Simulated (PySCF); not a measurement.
**SiH3S (SMILES [SiH2]S): UMP2/STO-3G**

Aim: the vertical ionisation energy of SiH3S at UMP2/STO-3G, from 2 runs. The job is set up through a Python script.

The calculation is run with PySCF 2.14.0.

6 further runs of the same task are left out: 6 set aside as unsound or not needed.

### 1 The structure to begin with

SiH3S has 5 atoms, charge 0, and is taken as a doublet. SMILES: `[SiH2]S`. Geometry: relaxed at PBE0-D4/def2-TZVP. This is one conformer, not always the lowest.

Bond lengths: Si1–S2 2.132 Å, Si1–H3 1.492 Å, Si1–H4 1.488 Å, S2–H5 1.344 Å. Angles: Si1–S2–H5 94.7°, S2–Si1–H3 111.4°, S2–Si1–H4 105.0°, H3–Si1–H4 110.5°.

### 2 The energy at UMP2/STO-3G

run.py reads:

```python
from pyscf import gto, mp

system = gto.M(
    atom='''
Si  -0.096300  -0.694000  -0.309300
S    0.273100   1.406000  -0.294500
H   -0.094500  -1.256800   1.073000
H   -1.440300  -0.843200  -0.929900
H    1.407800   1.314300   0.419300
''',
    verbose=3,
    basis='sto-3g',
    charge=0,
    max_memory=1860,
    spin=1,
)

mf = system.UHF()
mf.conv_tol = 1e-10
mf.kernel()
if not mf.converged:
    mf = mf.newton().run(mf.mo_coeff, mf.mo_occ)

pt = mp.MP2(mf, frozen=10).run()
energy = pt.e_tot
print('Final energy', energy)
```

Launch:

```console
OMP_NUM_THREADS=1 python run.py
```

Standard output:

```text
converged SCF energy = -680.479272135145  <S^2> = 0.7526168  2S+1 = 2.0026151
E(UMP2) = -680.53377488345  E_corr = -0.0545027483049057
E(SCS-UMP2) = -680.541930946248  E_corr = -0.0626588111033117
Final energy -680.5337748834496
```

Wall time 0.6 s (1 thread of Arm Neoverse V2, shared host); peak memory 0.12 GiB.

### 3 The singlet cation, same level

job.py reads:

```python
from pyscf import gto, scf, mp

system = gto.Mole()
system.atom = '''
Si      -0.096300      -0.694000      -0.309300
S        0.273100       1.406000      -0.294500
H       -0.094500      -1.256800       1.073000
H       -1.440300      -0.843200      -0.929900
H        1.407800       1.314300       0.419300
'''
system.charge = 1
system.spin = 0
system.max_memory = 1860
system.verbose = 3
system.basis = 'sto-3g'
system.build()

mf = scf.RHF(system)
mf.conv_tol = 1e-10
mf.kernel()
if not mf.converged:
    mf = mf.newton().run(mf.mo_coeff, mf.mo_occ)

pt = mp.MP2(mf, frozen=10).run()
etot = pt.e_tot
print('E = %.10f Eh' % etot)
```

Launch:

```console
OMP_NUM_THREADS=1 python job.py
```

Standard output:

```text
converged SCF energy = -680.278970333669
E(RMP2) = -680.360353445024  E_corr = -0.0813831113545437
E(SCS-RMP2) = -680.368896376666  E_corr = -0.0899260429967774
E = -680.3603534450 Eh
```

It took 0.6 s on 1 thread of Arm Neoverse V2, shared host; peak memory 0.11 GiB.

### 4 Summary of results

At UMP2/STO-3G, 10 core orbitals frozen:

| quantity | value |
| --- | --- |
| doublet SiH3S: total energy | -680.53377 Eh |
| doublet SiH3S: dipole moment (Hartree–Fock density) | 1.59 D |
| doublet SiH3S: HOMO energy (Hartree–Fock orbitals) (highest over α and β) | -5.80 eV |
| doublet SiH3S: LUMO energy (Hartree–Fock orbitals) (lowest over α and β) | 5.83 eV |
| doublet SiH3S: correlation energy (10 core orbitals frozen) | -54.5 mEh |
| doublet SiH3S: ⟨S²⟩ of the reference determinant | 0.753 |
| singlet cation: total energy | -680.36035 Eh |
| singlet cation: HOMO energy (Hartree–Fock orbitals) | -14.77 eV |
| singlet cation: LUMO energy (Hartree–Fock orbitals) | -4.65 eV |
| singlet cation: HOMO–LUMO gap (Hartree–Fock orbitals) | 10.13 eV |
| singlet cation: correlation energy (10 core orbitals frozen) | -81.4 mEh |
| vertical ionisation energy (to the singlet cation) | 4.719 eV |

**Reading.** The vertical ionisation energy comes to 4.72 eV (109 kcal/mol). Only the singlet of the ionised species was computed; a triplet could lie lower. In a minimal basis such a difference can be off by several eV, whatever the method. Mulliken charges (doublet SiH3S) of the mean-field density run from -0.16 on H4 to +0.45 on Si1.
